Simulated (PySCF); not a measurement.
Breaking a bond: LiF, singlet.

Levels: UKS-BHandHLYP = unrestricted BHandHLYP/aug-cc-pVDZ in PySCF; UHF/aug-cc-pVDZ (PySCF); RHF/aug-cc-pVDZ (PySCF).

Magnitude of the dipole moment (D; its direction can reverse along the curve, and a method can change to another solution) and Mulliken charge of the fragment that holds Li1:

| R / Å | μ UKS-BHandHLYP | q UKS-BHandHLYP | μ UHF | q UHF | μ RHF | q RHF |
|---|---|---|---|---|---|---|
| 1.24 | 4.92 | 0.48 | 5.05 | 0.54 | 5.05 | 0.54 |
| 1.32 | 5.27 | 0.53 | 5.41 | 0.59 | 5.41 | 0.59 |
| 1.39 | 5.58 | 0.58 | 5.72 | 0.63 | 5.72 | 0.63 |
| 1.48 | 5.98 | 0.63 | 6.13 | 0.68 | 6.13 | 0.68 |
| 1.53 | 6.21 | 0.65 | 6.35 | 0.70 | 6.35 | 0.70 |
| 1.56 | 6.34 | 0.66 | 6.49 | 0.71 | 6.49 | 0.71 |
| 1.60 | 6.52 | 0.68 | 6.67 | 0.73 | 6.67 | 0.73 |
| 1.65 | 6.75 | 0.69 | 6.90 | 0.74 | 6.90 | 0.74 |
| 1.72 | 7.06 | 0.71 | 7.23 | 0.76 | 7.23 | 0.76 |
| 1.80 | 7.43 | 0.72 | 7.60 | 0.77 | 7.60 | 0.77 |
| 1.96 | 8.15 | 0.73 | 8.35 | 0.78 | 8.35 | 0.78 |
| 2.11 | 8.84 | 0.74 | 9.06 | 0.80 | 9.06 | 0.80 |
| 2.34 | 9.91 | 0.78 | 10.18 | 0.83 | 10.18 | 0.83 |
| 2.57 | 11.00 | 0.82 | 11.33 | 0.87 | 11.33 | 0.87 |
| 2.80 | 12.11 | 0.86 | 12.50 | 0.90 | 12.50 | 0.90 |
| 3.15 | 13.83 | 0.89 | 14.32 | 0.94 | 14.32 | 0.94 |
| 3.43 | 15.20 | 0.91 | 15.77 | 0.96 | 15.77 | 0.96 |
| 3.84 | 17.15 | 0.92 | 0.72 | 0.02 | 17.89 | 0.97 |
| 4.26 | 19.02 | 0.92 | 0.37 | 0.01 | 20.04 | 0.98 |
| 4.64 | 14.56 | 0.66 | 0.22 | 0.00 | 21.95 | 0.99 |
| 5.43 | 12.26 | 0.48 | 0.10 | 0.00 | 25.88 | 1.00 |
| 6.20 | 11.17 | 0.38 | 0.05 | 0.00 | 29.64 | 1.00 |

The unrestricted determinant behind UKS-BHandHLYP is spin-contaminated at 4.64 to 6.20 Å (<S²> up to 0.6, against 0.00 for a pure singlet). At the longest distance UKS-BHandHLYP leaves fractional charges on the fragments, a sign of delocalisation error or of the restricted form. The unrestricted determinant behind UHF is spin-contaminated at 3.84 to 6.20 Å (<S²> up to 1.0, against 0.00 for a pure singlet). The restricted form behind RHF keeps the bonding electrons paired and can't separate into open-shell fragments.
